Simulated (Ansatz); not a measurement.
Reaction (formal loss of a carbene): `C/N=C\CN` → `[CH2]` (triplet) + `N=CCN`

Calculated with Ansatz (gas phase, PBE0-D4/def2-TZVP geometries, no zero-point term in ΔE). CCSD(T)/CBS adds triple-zeta CCSD(T) − MP2 to the extrapolated MP2 energy (def2 sets, frozen cores). This one scheme is used for every species. Functionals use def2-TZVPP. Triplets are unrestricted, without spin–orbit coupling. Each species was taken in one conformer, which may not be the lowest.

**Question.** Is it downhill or uphill in electronic energy at CCSD(T)/CBS, and by how much? (Best estimate.)

**Answer.** Computed: Uphill: ΔE = +397.3 kJ/mol.

**Question.** What do these levels give: PBE0-D4, B2PLYP, PBE, SCS-MP2/def2-TZVPP, CCSD(T)/def2-TZVPP, SCS-MP2/def2-QZVPP? (An estimate is asked.)

**Answer.** Computed: PBE0-D4 395.5, B2PLYP 388.5, PBE 400.2, SCS-MP2/def2-TZVPP 399.2, CCSD(T)/def2-TZVPP 385.4, SCS-MP2/def2-QZVPP 407.5 kJ/mol.

Largest T1 diagnostic among the species: 0.011.

From PBE to PBE0 (25 % exact exchange), in def2-TZVPP and without D4, ΔE moves by −9.7 kJ/mol. In def2-TZVPP, CCSD(T) changes the Hartree–Fock value by +136.5 kJ/mol (the triples alone add +11.6 kJ/mol) and MP2 by +148.4 kJ/mol.
